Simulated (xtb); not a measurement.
xtb input (GFN2-xTB):

```bash
xtb mol.xyz --gfn 2 --ohess tight --chrg -1 --uhf 0
```
mol.xyz:
```
4

C      0.03858754     0.00978712     0.41274658
Cl    -0.03841598     1.67780953    -0.10671908
Cl     1.47143687    -0.82544840    -0.16842716
Cl    -1.48143599    -0.82185529    -0.10458455
```

End of the output:

```
optimized geometry written to: xtbopt.xyz

           -------------------------------------------------
          | TOTAL ENERGY              -15.996801618370 Eh   |
          | TOTAL ENTHALPY            -15.985384873414 Eh   |
          | TOTAL FREE ENERGY         -16.019519670146 Eh   |
          | GRADIENT NORM               0.000067754249 Eh/α |
          | HOMO-LUMO GAP               4.891844436341 eV   |
           -------------------------------------------------

------------------------------------------------------------------------
------------------------------------------------------------------------
 total:
 SCF:
 ANC optimizer:
 analytical hessian:
```

It need not be the lowest isomer of its formula. Whether it binds its extra electron was not tested at this geometry.
